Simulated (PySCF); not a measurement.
Acetyl fluoride, C₂H₃FO.
InChI=1S/C2H3FO/c1-2(3)4/h1H3

Level: B3LYP/def2-SVPD in PySCF, non-relativistic, on one gas-phase PBE0-D3(BJ)/def2-SVP geometry that isn't relaxed in the solvent. The solvent is an IEF-PCM continuum (van der Waals radii × 1.2), and excitations are vertical TDDFT with non-equilibrium linear response and a frozen core. Only the electrostatic response of the medium enters.

Gas-phase singlets (H = HOMO, L = LUMO):

```json
{"state": "S1", "E (eV)": "6.003", "λ (nm)": "207", "f": "0.001", "leading configurations": "H→L 99%"}
{"state": "S2", "E (eV)": "8.044", "λ (nm)": "154", "f": "0.032", "leading configurations": "H→L+1 98%"}
{"state": "S3", "E (eV)": "8.675", "λ (nm)": "143", "f": "0.000", "leading configurations": "H-2→L 97%"}
{"state": "S4", "E (eV)": "9.114", "λ (nm)": "136", "f": "0.095", "leading configurations": "H-1→L 63%, H→L+2 28%"}
{"state": "S5", "E (eV)": "9.638", "λ (nm)": "129", "f": "0.088", "leading configurations": "H→L+2 66%, H-1→L 20%"}
```

Q: Give the list for benzene (ε = 2.271), n² = 2.25.

A: 
```
state  E (eV)  λ (nm)      f  leading configurations  change by rank (eV)
   S1   6.085     204  0.002                 H→L 99%               +0.082
   S2   8.207     151  0.048               H→L+1 98%               +0.163
   S3   8.666     143  0.000               H-2→L 96%               -0.009
   S4   9.101     136  0.200    H-1→L 76%, H→L+2 14%               -0.013
   S5   9.621     129  0.001               H-4→L 95%               -0.017
```

Q: What are the lowest 5 singlets in acetonitrile (ε = 35.69)?

A: 
```json
{"state": "S1", "E (eV)": "6.188", "λ (nm)": "200", "f": "0.002", "leading configurations": "H→L 99%", "change by rank (eV)": "+0.185"}
{"state": "S2", "E (eV)": "8.361", "λ (nm)": "148", "f": "0.059", "leading configurations": "H→L+1 97%", "change by rank (eV)": "+0.317"}
{"state": "S3", "E (eV)": "8.635", "λ (nm)": "144", "f": "0.000", "leading configurations": "H-2→L 95%", "change by rank (eV)": "-0.040"}
{"state": "S4", "E (eV)": "9.129", "λ (nm)": "136", "f": "0.235", "leading configurations": "H-1→L 80%", "change by rank (eV)": "+0.015"}
{"state": "S5", "E (eV)": "9.493", "λ (nm)": "131", "f": "0.001", "leading configurations": "H-4→L 94%", "change by rank (eV)": "-0.145"}
```

Q: The ground-state energy changes by -0.210 eV from gas to acetonitrile. By how much does the total energy of gas-phase S1 change?

A: E(S1) = E(S0) + excitation energy, so it changes by -0.210 + 0.185 = -0.025 eV: it is lowered less than the ground state, which is what a blue shift means. This is the vertical state, with the slow part of the continuum still set for S0.

Q: How do the frontier levels move from gas to acetonitrile?

A: 
```tsv
orbital	gas (eV)	solvent (eV)	change (eV)
LUMO+2	1.49	1.64	+0.15
LUMO+1	0.15	0.45	+0.30
LUMO	-0.90	-0.82	+0.08
HOMO	-8.86	-8.95	-0.09
HOMO-1	-10.59	-10.58	+0.01
HOMO-2	-11.24	-11.05	+0.19
HOMO-3	-11.99	-11.62	+0.37
```

The HOMO–LUMO gap goes from 7.96 to 8.13 eV. Rows go by rank; for LUMO+1 and LUMO+2 the atom shares or the degeneracy differ between the runs, so the row needn't follow one orbital.
